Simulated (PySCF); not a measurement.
Si2, SMILES [Si]=[Si] (connectivity only; charge and spin as stated), neutral, multiplicity 3.

Geometry optimised at PBE0-D3(BJ)/def2-TZVPD.

Level of theory: ωB97X/def2-TZVPD in PySCF.

Gas-phase values at a fixed geometry.

```json
{
  "total_energy": "-578.83898 hartree",
  "point_group": "D∞h",
  "α spin, highest occupied and lowest empty level": "-8.20 and -0.32 eV",
  "β spin, highest occupied and lowest empty level": "-7.93 and -1.94 eV",
  "dipole_moment": "0.00 D",
  "mean_static_polarisability": "92.9 bohr³ (13.76 Å³)",
  "polarisability_principal_values": "82.4, 82.4, 113.7 bohr³",
  "⟨S²⟩": "2.005 (pure state 2.00)"
}
```
